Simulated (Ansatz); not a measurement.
System: 2H MoTe₂. Method: LDA (Ansatz, a quantum-chemistry and plane-wave program, PAW).

Numerical settings: plane-wave cutoff 500 eV, 12×12×4 k mesh (along the axes of the cell as run), gaussian smearing 0.02 eV, no spin polarisation, scalar-relativistic PAW data made under PBE.

Computed at the level's own relaxed cell.

Q: Predict the equilibrium volume per atom, lattice constant a, c axis length and band gap.

A: 
- equilibrium volume per atom = 23.97 Å³/atom
- lattice constant a = 3.472 Å
- c axis length = 13.774 Å
- band gap = 0.70 eV (on the SCF k mesh)

Measured, for comparison: band gap 1.06 ± 0.01 eV (4 K, zero-point motion not removed, indirect, absorption from ellipsometry, single crystal; as tabulated in Gulo et al. (2023), doi:10.1103/physrevmaterials.7.044001); lattice constant a 3.518 Å, lattice parameter c 13.974 Å (300 K, not corrected to a static lattice; as tabulated in arXiv:1605.07067). Computed (rounded) less measured: lattice constant a -1.3 %, lattice parameter c -1.4 %. A static lattice is as a rule a little smaller and stiffer than an uncorrected measurement, which narrows the difference in the lattice constant a, lattice parameter c and would widen misses of the other sign.

Spin–orbit coupling is not included; with these elements it can move the gap by several tenths of an eV or more.

Static lattice: no zero-point or thermal effects.
